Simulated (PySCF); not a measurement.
Simulated outer-valence photoelectron spectrum of `N#CCC=C=O`. Level of theory: EOM-IP-CCSD/aug-cc-pVDZ in PySCF, restricted Hartree–Fock reference, 6 core orbitals frozen, non-relativistic, gas phase, PBE0-D3(BJ)/def2-SVP geometry.

Each root has a Gaussian of 0.3 eV full width with its one-hole share as area; cross sections and vibrations are left out, and the highest printed point is 100.

(ionisation energy (eV), intensity): (9.4, 5), (9.6, 46), (9.8, 40), (10.0, 3), (10.2, 0), (10.4, 0), (10.6, 0), (10.8, 0), (11.0, 0), (11.2, 0), (11.4, 0), (11.6, 0), (11.8, 0), (12.0, 0), (12.2, 5), (12.4, 67), (12.6, 100), (12.8, 22), (13.0, 50), (13.2, 33), (13.4, 2), (13.6, 0), (13.8, 0), (14.0, 0), (14.2, 0), (14.4, 8), (14.6, 53), (14.8, 30), (15.0, 1), (15.2, 0), (15.4, 13), (15.6, 70), (15.8, 77), (16.0, 20), (16.2, 1), (16.4, 5), (16.6, 46), (16.8, 38), (17.0, 3)

Question: Where are the maxima, and how many lines lie under the curve?

Answer: 6 maxima, at 9.7, 12.5, 13.1, 14.7, 15.7 and 16.7 eV, from 8 lines. At this width some lines have no maximum of their own.

Question: List the lines with their holes.

Answer: 
```json
{"E (eV)": "9.69", "leading hole (HF orbital)": "HOMO", "area": "0.96", "Koopmans (eV)": "10.34"}
{"E (eV)": "12.50", "leading hole (HF orbital)": "HOMO-1", "area": "0.96", "Koopmans (eV)": "12.74"}
{"E (eV)": "12.58", "leading hole (HF orbital)": "HOMO-2", "area": "0.95", "Koopmans (eV)": "12.86"}
{"E (eV)": "13.07", "leading hole (HF orbital)": "HOMO-3", "area": "0.92", "Koopmans (eV)": "15.36"}
{"E (eV)": "14.65", "leading hole (HF orbital)": "HOMO-4", "area": "0.94", "Koopmans (eV)": "15.77"}
{"E (eV)": "15.62", "leading hole (HF orbital)": "HOMO-5", "area": "0.93", "Koopmans (eV)": "16.89"}
{"E (eV)": "15.82", "leading hole (HF orbital)": "HOMO-6", "area": "0.91", "Koopmans (eV)": "17.85"}
{"E (eV)": "16.69", "leading hole (HF orbital)": "HOMO-7", "area": "0.93", "Koopmans (eV)": "18.26"}
```

The widest gap, 2.81 eV, lies between 9.69 and 12.50 eV. Only orbitals with −ε under 21 eV, eight at most, were ionised, so the high end of the curve may lack lines.

The values belong to the conformer `[N:1]#[C:2][CH2:3][CH:4]=[C:5]=[O:6]`: C2–C3–C4–C5 -109°.
